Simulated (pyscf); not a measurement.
Thermochemistry of product channels of H₃C–Ga(OH)–OH (SMILES [CH3][Ga]([OH])[OH]) + O (SMILES [O]) [triplet] on the triplet surface, in kcal/mol, from CCSD(T)/def2-TZVPP + ΔMP2(QZVPP) energies (ideal gas, 1 atm, RRHO with modes under 100 cm⁻¹ raised to 100, one conformer, R ln 2 for chiral ones without a mode under 150 cm⁻¹). Structures and frequencies: ωB97X-D3(BJ)/def2-SVP in PySCF. Correlated levels are frozen-core, on RHF or UHF. ΔMP2 is the change of the MP2 total energy from the triple- to the quadruple-zeta basis.

```csv
products,ΔE,ΔH(298 K),ΔG(900 K),ΔG(1200 K)
[HO–Ga–OH]• (SMILES [OH][Ga][OH]) + H₃C–O• (SMILES C[O]),[?],-7.9,-16.0,-17.8
•O–Ga(OH)–OH (SMILES [O][Ga]([OH])[OH]) + CH₃• (SMILES [CH3]),-5.7,-8.2,-14.7,[?]
```

Task: What belongs in the gaps?

Result: 
- [HO–Ga–OH]• (SMILES [OH][Ga][OH]) + H₃C–O• (SMILES C[O]), ΔE: -7.2
- •O–Ga(OH)–OH (SMILES [O][Ga]([OH])[OH]) + CH₃• (SMILES [CH3]), ΔG(1200 K): -16.6

These are energies of the channels, which say nothing of barriers. H₃C–O• lies 7.0 kcal/mol over its isomer •H₂C–OH (electronic energy, ωB97M-D3(BJ)/def2-TZVP). The CCSD(T) − MP2 part came from Ansatz, without density fitting, on the same reference. The frozen core leaves the outer d or s,p core shells of the metals and heavy elements correlated in the MP2 and CC values, and def2-TZVPP describes them poorly, which can shift differences by a few kcal/mol. Left out: orbital degeneracy and the spin-orbit lowering of O. The orbital near-degeneracy of the XH₃O or XH₃S radical is left out. Elements up to Kr have no core potential and no relativistic terms here.
